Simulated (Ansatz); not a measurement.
Two structures of CH$_{5}$AlO, closed shell, reached by relaxing down either side of one saddle point (PBE0-D4/def2-TZVP). Energies are electronic, without zero-point energy. Ansatz 0.2.0; basis: def2-TZVPP and def2-QZVPP; cores frozen in the correlated methods. Extrapolation: Hartree–Fock as exp(−7.88 √X), correlation as X^−2.97. First:

| atom | x (Å) | y (Å) | z (Å) |
| --- | --- | --- | --- |
| Al1 | -0.2093 | -0.7894 | -0.3770 |
| O2 | 0.4447 | -0.5894 | -1.9330 |
| H3 | -0.8968 | -2.1922 | -0.1350 |
| C4 | -0.0836 | 0.6222 | 0.9613 |
| H5 | 0.8903 | 0.2044 | -2.2235 |
| H6 | -0.6814 | 0.3992 | 1.8489 |
| H7 | 0.9523 | 0.7576 | 1.2908 |
| H8 | -0.4160 | 1.5877 | 0.5673 |

Second:

```csv
atom,x (Å),y (Å),z (Å)
Al1,-0.9626,-1.0890,0.5335
O2,-0.0042,-0.8354,-1.3878
H3,0.1198,-1.5983,-1.9602
C4,-0.1066,0.6682,1.0121
H5,0.7300,-0.2216,-1.5155
H6,-0.3798,1.0180,2.0132
H7,0.9912,0.5931,0.9960
H8,-0.3877,1.4652,0.3086
```

(1) Which bonds change from the first to the second?

(2) Give the saddle point's structure and its height above each. (To be estimated.)

T1 diagnostic: at most 0.017. The restricted Hartree–Fock reference is unstable towards an unrestricted one at one or more of these structures. The start structure is not quite a true minimum (one mode of 27i cm⁻¹).

Answers

(1) CH₅AlO ([CH3][AlH][OH]) → CH₃Al ([CH3][Al]) + H₂O (still joined by a long Al–O bond); bonds formed: O2–H3; bonds broken: Al1–H3; bonds weakened to dative contacts: Al1–O2.

(2) Computed: 3.287 eV above the first and 1.105 eV above the second (CCSD(T) at an estimated basis limit (MP2 extrapolated from triple and quadruple zeta, plus CCSD(T) − MP2 in triple zeta)).
```xyz
8
angstrom
Al -0.5226 -0.8457 0.0463
O 0.0449 -0.7211 -1.7235
H -0.2314 -1.9103 -1.2839
C -0.1183 0.7472 1.1237
H 0.8909 -0.4907 -2.1397
H -0.6090 0.7564 2.1001
H 0.9634 0.8127 1.2956
H -0.4176 1.6516 0.5813
```

Labels in which every atom is bracketed show which atoms are joined, not bond orders.

For scale, one of the runs: CCSD(T)/def2-TZVPP, 174 basis functions, launched by `ansatz run in.yaml --threads 2 --pin off --events-out ev --progress --plain --max-ram 4352MiB`. The run took 31 s on 2 CPU threads of an Arm Neoverse V1 (shared host), with 1.5 GiB of host memory at its peak.
